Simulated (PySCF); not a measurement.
Compound: C2H5S (charge -1).
Atom-mapped SMILES: `[CH3:1][CH2:2][S-:3]` (hydrogens: H4, H5, H6 on C1; H7, H8 on C2)

Method: PBE0-D3(BJ)/def2-SVP geometry optimisation, gas phase in PySCF; density fitting, grid level 1; the optimiser is geomeTRIC in internal coordinates, started from a GFN2-xTB structure with every atom displaced at random (about 0.03 Å).

Step 0: E = -12979.4496 eV
```
atom  x, y, z in Å  |  force x, y, z in eV/Å
C1      0.8492    0.0733    0.0537   -3.374   4.428  -0.479
C2     -0.6886   -0.2837   -0.0946    1.031   1.321   0.812
S3     -1.8719    1.0760    0.2585    0.518  -0.275  -0.042
H4      1.0829    0.5023    1.0456   -0.123  -0.396   0.068
H5      1.4593   -0.6996   -0.2195    2.215  -2.569  -0.805
H6      0.9860    0.9885   -0.6475    0.101  -1.318   0.791
H7     -0.8442   -1.1135    0.5986   -0.300  -0.665   0.075
H8     -0.8164   -0.6102   -1.1276   -0.069  -0.526  -0.420
```

Problem. Estimate the geometry and energy of step 1. (The exact step hangs on the optimiser's Hessian estimate; all steps are aligned on step 0, rigid shifts and turns removed.)

Solution. E = -12979.7583 eV, largest force 0.752 eV/Å
```
atom  x, y, z in Å  |  force x, y, z in eV/Å
C1      0.8121    0.1147    0.0301   -0.618   0.421  -0.079
C2     -0.6717   -0.2731   -0.0854    0.215   0.339   0.096
S3     -1.8057    1.0943    0.2759    0.072   0.015   0.033
H4      1.0073    0.5002    1.0437    0.099  -0.167   0.095
H5      1.4948   -0.7103   -0.2354    0.243  -0.119   0.059
H6      0.9853    0.9791   -0.6366    0.072  -0.110  -0.054
H7     -0.8496   -1.1318    0.5953   -0.004  -0.142  -0.088
H8     -0.8162   -0.6398   -1.1205   -0.078  -0.238  -0.062
```

The energy changes by -0.3087 eV. The first-order estimate −F·Δx gives -0.5632 eV and the mean of the old and new forces, exact on a quadratic surface, -0.3153 eV. The step makes an angle of 54° with the force vector and moves no atom by more than 0.076 Å.

What follows is the cost of the whole optimisation. Time: 6.1 s of wall time; peak memory 0.30 GiB. Hardware: Arm Neoverse V1, one thread, on a shared host.
